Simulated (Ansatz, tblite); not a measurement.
Removing and adding an electron: Si(NH2)H3 (SiNH₅). Total charge 0; singlet. Geometry: PBE0-D4/def2-TZVP. Ansatz, gas phase; energy differences of separate SCF runs; the oxidised species was run as a doublet alone; the reduced species was run as a doublet alone.

```xyz
7

Si   -0.5630   -0.2190   -0.2653
N     0.9717    0.1872    0.3973
H     1.0638    0.3322    1.3901
H     1.5876    0.8027   -0.1095
H    -1.1281   -1.3311    0.5417
H    -0.3545   -0.6496   -1.6719
H    -1.5776    0.8777   -0.2826
```

The xTB rows come from tblite. Correlated methods freeze 6 core orbitals. In CCSD on the charge -1 doublet the largest single amplitude is 0.19, so its Hartree–Fock determinant may place the open shell otherwise than the density functionals do.

```csv
level,−HOMO (eV),vertical IE (eV),−LUMO (eV),vertical EA (eV),HOMO–LUMO gap (eV),IE − EA (eV),remarks
GFN1-xTB,11.56,15.09,4.96,–,6.60,–,–
GFN2-xTB,10.40,13.95,4.40,0.73,6.00,13.22,–
HF/def2-TZVPD,–,–,–,-1.90,–,–,HOMO above zero (-1 doublet)
HF/def2-TZVPP,–,8.75,–,–,–,–,–
PBE-D4/def2-TZVP,5.99,9.66,0.47,–,5.52,–,–
PBE-D4/def2-TZVPD,6.06,–,0.76,-1.05,5.31,–,HOMO above zero (-1 doublet)
r2SCAN-D4/def2-TZVP,6.30,9.69,-0.09,–,6.39,–,–
r2SCAN-D4/def2-TZVPD,6.35,–,0.15,-1.20,6.20,–,HOMO above zero (-1 doublet)
PBE0-D4/def2-TZVP,7.41,9.82,-0.35,–,7.77,–,–
PBE0-D4/def2-TZVPD,7.46,–,0.02,-1.19,7.45,–,HOMO above zero (-1 doublet)
MP2/def2-TZVPD,–,–,–,-1.47,–,–,HOMO above zero (-1 doublet)
MP2/def2-TZVPP,–,10.26,–,–,–,–,–
CCSD/def2-TZVPD,–,–,–,-1.44,–,–,HOMO above zero (-1 doublet)
CCSD/def2-TZVPP,–,9.96,–,–,–,–,–
CCSD(T)/def2-TZVPD,–,–,–,-1.38,–,–,HOMO above zero (-1 doublet)
CCSD(T)/def2-TZVPP,–,10.02,–,–,–,–,–
```

   A HOMO above zero means that the electron is unbound at that level or that self-interaction error raises the level; the energy of removing that electron tells which. Raw xTB energy differences between charge states are shifted by several eV; the methods need an empirical correction for them. A negative affinity means that the extra electron isn't bound; its size then hangs on the basis.
